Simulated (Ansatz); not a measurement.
Reaction (homolysis of the C–H bond): `[CH3][Mg][CH3]` → `[CH2][Mg][CH3]`• + H•

Program: Ansatz. Geometries: PBE0-D4/def2-TZVP. ΔE: electronic, gas phase. CCSD(T)/CBS adds triple-zeta CCSD(T) − MP2 to the extrapolated MP2 energy (def2 sets, frozen cores). This one scheme is used for every species, atoms too. DFT in def2-TZVPP. Open shells (•) are unrestricted, without spin–orbit coupling. Bonds to Mg are less sure, by a few kJ/mol each and by 10 to 20 or more in all where they break to atoms, as the def2 sets lack core-valence functions.

`[CH3][Mg][CH3]`:

```xyz
9

C    -1.395   -1.385    0.704
Mg    0.001   -0.002   -0.003
C     1.395    1.384   -0.705
H    -1.500   -2.243    0.032
H    -2.391   -0.942    0.812
H    -1.115   -1.782    1.686
H     1.757    1.132   -1.708
H     0.974    2.394   -0.764
H     2.275    1.445   -0.055
```

`[CH2][Mg][CH3]`•:

Cartesian coordinates in Å:
```
C -0.616 0.358 2.208
Mg -0.071 0.040 0.253
C 0.482 -0.281 -1.730
H -0.066 0.008 3.085
H -1.503 0.905 2.539
H 0.104 0.506 -2.391
H 0.098 -1.232 -2.112
H 1.570 -0.304 -1.851
```

| level | ΔE (kJ/mol) |
| --- | --- |
| ωB97M-V | 442.0 |
| PBE | 432.9 |
| MP2/def2-SVP | 423.3 |
| MP2/def2-TZVPP | 435.0 |

Question: What does CCSD(T)/CBS give? (Best estimate.)

Answer: Computed: +443.5 kJ/mol. The listed levels differ from it by -1.5, -10.6, -20.2, -8.5 kJ/mol.

Largest T1 diagnostic among the species: 0.009.

Leaving LDA and LC-ωPBE aside and taking each functional with its dispersion term where it has one, the values, not all of them listed here, spread over 20.0 kJ/mol, from r2SCAN0-D4 to ωB97M-V. LDA lies +55.2 kJ/mol from PBE without D4, its usual overbinding. At CCSD(T), def2-SVP lies −18.1 kJ/mol from the extrapolated value and def2-TZVPP −8.8 kJ/mol: correlation converges slowly with the basis, and small sets miss more of it in the bonded molecule than in its fragments. In def2-TZVPP, CCSD(T) changes the Hartree–Fock value by +111.0 kJ/mol (the triples alone add +5.0 kJ/mol) and MP2 by +111.2 kJ/mol; breaking electron pairs costs correlation energy, which Hartree–Fock lacks.
